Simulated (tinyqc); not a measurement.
RHF in the sto-6g basis, for H2O, spin multiplicity 1, step by step. One step of it, computed by the program tinyqc.

Problem. Iteration 9 (converged): orbitals. Diagonalise F' = X^T F X, C = X C', fill 5 alpha and 5 beta electrons from the bottom; D = 2 C_occ C_occ^T. Each column has its largest component positive (the first on a tie).

converged F (hartree):
```
             1O 1s      1O 2s     1O 2px     1O 2py     1O 2pz      2H 1s      3H 1s
1O 1s   -20.544833  -4.966575   0.000000   0.000000  -0.021003  -0.613692  -0.613692
1O 2s    -4.966575  -2.289374   0.000000   0.000000  -0.038864  -0.614664  -0.614664
1O 2px    0.000000   0.000000  -0.397011   0.000000   0.000000   0.000000   0.000000
1O 2py    0.000000   0.000000   0.000000  -0.185785   0.000000  -0.314345   0.314345
1O 2pz   -0.021003  -0.038864   0.000000   0.000000  -0.224449  -0.285915  -0.285915
2H 1s    -0.613692  -0.614664   0.000000  -0.314345  -0.285915  -0.309168  -0.162132
3H 1s    -0.613692  -0.614664   0.000000   0.314345  -0.285915  -0.162132  -0.309168
```

X:
```
            1O 1s      1O 2s    1O 2px     1O 2py     1O 2pz      2H 1s      3H 1s
1O 1s    1.021902  -0.128160  0.000000   0.000000  -0.004792   0.014582   0.014582
1O 2s   -0.128160   1.101797  0.000000   0.000000   0.045514  -0.167822  -0.167822
1O 2px   0.000000   0.000000  1.000000   0.000000   0.000000   0.000000   0.000000
1O 2py   0.000000   0.000000  0.000000   1.044881   0.000000  -0.132147   0.132147
1O 2pz  -0.004792   0.045514  0.000000   0.000000   1.025595  -0.094730  -0.094730
2H 1s    0.014582  -0.167822  0.000000  -0.132147  -0.094730   1.078496  -0.043961
3H 1s    0.014582  -0.167822  0.000000   0.132147  -0.094730  -0.043961   1.078496
```

Give: F' = X^T F X; orbital energies; coefficients C; D after iteration 9.

Solution.

F' = X^T F X (hartree):
```
          1        2        3        4        5        6        7
1  -20.2233  -2.4921   0.0000   0.0000  -0.0402  -0.0624  -0.0624
2   -2.4921  -1.3341   0.0000   0.0000   0.0838  -0.3115  -0.3115
3    0.0000   0.0000  -0.3970   0.0000   0.0000   0.0000   0.0000
4    0.0000   0.0000   0.0000  -0.0344   0.0000  -0.3322   0.3322
5   -0.0402   0.0838   0.0000   0.0000  -0.1304  -0.2661  -0.2661
6   -0.0624  -0.3115   0.0000  -0.3322  -0.2661  -0.0516  -0.0464
7   -0.0624  -0.3115   0.0000   0.3322  -0.2661  -0.0464  -0.0516
```

orbital energies (hartree): MO1 -20.5476, MO2 -1.1816, MO3 -0.4898, MO4 -0.4226, MO5 -0.3970, MO6 0.3660, MO7 0.4502

coefficients C:
```
            MO1      MO2      MO3      MO4     MO5      MO6      MO7
1O 1s    0.9970  -0.2337   0.0000   0.0743  0.0000  -0.0836   0.0000
1O 2s    0.0132   0.9347   0.0000  -0.4025  0.0000   0.5029   0.0000
1O 2px   0.0000   0.0000   0.0000   0.0000  1.0000   0.0000   0.0000
1O 2py   0.0000   0.0000   0.6201   0.0000  0.0000   0.0000   0.8615
1O 2pz   0.0018   0.0518   0.0000   0.7230  0.0000   0.7392   0.0000
2H 1s   -0.0021   0.1188   0.4576   0.3729  0.0000  -0.6475  -0.6618
3H 1s   -0.0021   0.1188  -0.4576   0.3729  0.0000  -0.6475   0.6618
```

D after iteration 9:
```
          1O 1s    1O 2s  1O 2px   1O 2py   1O 2pz    2H 1s    3H 1s
1O 1s    2.1083  -0.4705  0.0000   0.0000   0.0868  -0.0044  -0.0044
1O 2s   -0.4705   2.0717  0.0000   0.0000  -0.4851  -0.0781  -0.0781
1O 2px   0.0000   0.0000  2.0000   0.0000   0.0000   0.0000   0.0000
1O 2py   0.0000   0.0000  0.0000   0.7691   0.0000   0.5675  -0.5675
1O 2pz   0.0868  -0.4851  0.0000   0.0000   1.0510   0.5516   0.5516
2H 1s   -0.0044  -0.0781  0.0000   0.5675   0.5516   0.7251  -0.1124
3H 1s   -0.0044  -0.0781  0.0000  -0.5675   0.5516  -0.1124   0.7251
```
